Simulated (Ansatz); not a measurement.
## B–O–GeH⁺, doublet in cc-pVDZ: errors against UCCSDT(Q)

Geometry: that of the B–O–GeH, singlet, kept fixed.

```xyz
4

B     0.0000   -0.1870    2.3974
O     0.0000    0.2753    1.2018
Ge    0.0000   -0.0537   -0.6084
H     0.0000    1.5080   -0.9449
```

Basis cc-pVDZ; Ansatz 0.2.0. Correlated methods freeze the noble-gas cores and the filled d shells of p-block atoms, which leaves 13 electrons in 44 orbitals. R marks a restricted (for open shells ROHF) determinant, U an unrestricted one. No spin–orbit coupling is included, and no scalar relativity.

Full CI isn't at hand for all of this; UCCSDT(Q) serves as the reference, and is uncertain by about the last step of the cluster series. The frozen core follows each run's orbitals, which can shift R against U totals by a few meV for light atoms and by up to 0.1 eV past Ca.

The UHF ⟨S²⟩ is 0.804. The T1 diagnostic (RCCSD) is 0.0278. The largest doubles amplitude (RCCSD) is 0.070. The T1 diagnostic (UCCSD) is 0.0238.

| level | E − E(UCCSDT(Q)) (meV) | wall time |
| --- | --- | --- |
| UMP2 | 931 | – |
| UCCSD | 343 | – |
| UCCSD(T) | 57 | 35 s |
| UCCSDT | 29 | – |

Run but not shown, since their state, orbitals or frozen core can't be matched to the reference's or they repeat it: RHF, UHF, RMP2, RCCSD, RCCSD(T), BCCD(T), RCCSDT, RCCSDT(Q).

Times hold each run's SCF and search for its determinant on a shared host, so for small cases they say little of a method's own cost; they ran on 1 thread of AMD EPYC 7R13.
